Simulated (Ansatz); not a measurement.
# SiH2O (triplet): the correlation ladder, def2-QZVPP

One table from this session's results is given with a row withheld; the runs are named, their logs left out.

The runs use Ansatz 0.2.0, Gaussian basis; def2-QZVPP, core rule «outside noble gas», up to 6 orbitals frozen.

The runs, in order: UHF; ROHF; CCSD(T) on UHF.

2 further runs of the same task are left out: 2 set aside as unsound or not needed.

## The geometry

The geometry is a PBE0/def2-TZVP stationary point (not a proven minimum).

4 atoms, charge 0, spin multiplicity 3.

Atoms are counted from 1 here; the program's logs count them from 0.

Bond lengths: Si1–O2 1.654 Å, Si1–H3 1.497 Å, O2–H4 0.960 Å. Angles: O2–Si1–H3 116.3°, Si1–O2–H4 116.5°.

Set-up of the first run:

in.yaml reads:

```yaml
crystal:
  periodic: [false, false, false]
  atoms:
    - {symbol: Si, position_ang: [0.025157, -0.096377, 0.597723]}
    - {symbol: O, position_ang: [-0.094714, 0.094069, -1.040960]}
    - {symbol: H, position_ang: [0.079727, 1.161161, 1.408550]}
    - {symbol: H, position_ang: [0.722716, 0.031127, -1.540129]}
basis:
  gaussian: {orbitals: "def2-QZVPP.json"}
magnetization: {spin_polarized: true, initial_magnetization: 2}
hamiltonian: {xc: hf}
output: {orbitals: {seedname: orbitals}}
```

Launch:

```bash
> ansatz run in.yaml --threads 1 --pin off --events-out ev --progress --plain --max-ram 2393MiB
```

Among the steps run: UHF; ROHF; CCSD(T) on UHF.

One of the session's tables, all rows but one given; the rest of the session is left out.

```
  method  from UCCSD(T) (kJ/mol)
    ROHF                  +997.3
     UHF                  +991.9
    UMP2                       ?
   UCCSD                   +36.9
UCCSD(T)                       0
```

**Question.** Estimate the row for UMP2.

As computed: from UCCSD(T) (kJ/mol): +71.7. In the column «from UCCSD(T) (kJ/mol)» it lies between UCCSD (+36.9) and UHF (+991.9).
